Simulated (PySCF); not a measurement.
Compound: AlH4 (charge -1).
Geometry (PBE0-D3(BJ)/def2-TZVP, Å), atoms numbered from 1 in this order:
```
atom  x, y, z in Å
Al1    0.0055    0.0016   -0.0166
H2     0.5888    1.2090   -0.9721
H3    -1.0712    0.6261    1.0613
H4     1.2501   -0.7037    0.7986
H5    -0.7449   -1.1245   -0.9544
```

Computed with PySCF at wB97X-D/pcSseg-2, non-relativistic, on one gas-phase PBE0-D3(BJ)/def2-TZVP geometry that isn't relaxed in the solvent. The solvent is an IEF-PCM continuum (van der Waals radii × 1.2). The model holds no explicit solvent molecules, cavitation or dispersion.

Gas phase at wB97X-D/pcSseg-2: HOMO -4.28 eV, LUMO 6.74 eV.

**Question.** What does the continuum do to the energy and the frontier levels at wB97X-D/pcSseg-2 in chloroform?

**Answer.** 
```
   solvent      ε  E(solvent) − E(gas) (kcal/mol)  polarisation term (kcal/mol)  distortion of the solute (kcal/mol)  HOMO (eV)  LUMO (eV)
chloroform  4.711                          -45.60                        -46.19                                 0.59      -8.35       3.49
```

Polarisation term: ½ Σ q·V over the induced surface charges. Distortion: the rise of the solute's own energy as its density leaves the gas-phase optimum.

**Question.** Which radius a makes Born's formula ΔE = −(q²/2a)(1 − 1/ε) give the value in chloroform?

**Answer.** a = q²(1 − 1/ε)/(2|ΔE|) = 2.87 Å, with q = -1 e and |ΔE| = 0.0727 Eh; the farthest nucleus lies 1.65 Å from the centroid of the nuclei. The formula assumes a point charge at the centre of a sphere.

wB97X-D is run here without its empirical dispersion term; that term would change no orbital, density or response property at a fixed geometry.
